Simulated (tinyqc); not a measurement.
Worked calculation: Hueckel theory of the pi electrons with the omega technique, for the molecule NC=CC=O (SMILES; centres numbered as the heavy atoms are written). One step of it, computed by the program tinyqc.

Question. Energy, charges, bond orders. E = sum n x; q_r = z_r - P_rr; bond order p = P_rs; free valence = sqrt(3) - sum of p over the bonds of the atom.

final x values: 2.130985  1.671736  0.689785  -0.450330  -1.542175

occupations: 2.000000  2.000000  2.000000  0.000000  0.000000

final P, lower triangle:
```
,1N,2C,3C,4C,5O
1N,1.865532
2C,0.385092,0.858788
3C,-0.230355,0.804312,1.060443
4C,-0.132074,0.179565,0.522375,0.841818
5O,0.179029,-0.390643,-0.153263,0.807722,1.373419
```

Centres:
```
centre,"z_r, pi electrons of the neutral centre",h
1N,2,1.500000
2C,1,0.000000
3C,1,0.000000
4C,1,0.000000
5O,1,1.000000
```

Bonds:
```
i,j,k
1,2,0.800000
2,3,1
3,4,1
4,5,1
```

Give: pi energy = 6 alpha + this times beta; pi charges; Bond orders and lengths from R = 1.517 - 0.180 p; free valence of the carbons; gap between the highest filled and the next level.

Answer.

pi energy = 6 alpha + this times beta = 8.985

pi charges: 1N 0.134, 2C 0.141, 3C -0.060, 4C 0.158, 5O -0.373

Bond orders and lengths from R = 1.517 - 0.180 p (angstrom, C-C alone):
```
bond,p,R
1-2,0.385,-
2-3,0.804,1.372
3-4,0.522,1.423
4-5,0.808,-
```

free valence of the carbons: 2C 0.543, 3C 0.405, 4C 0.402

gap between the highest filled and the next level = 1.140 |beta|
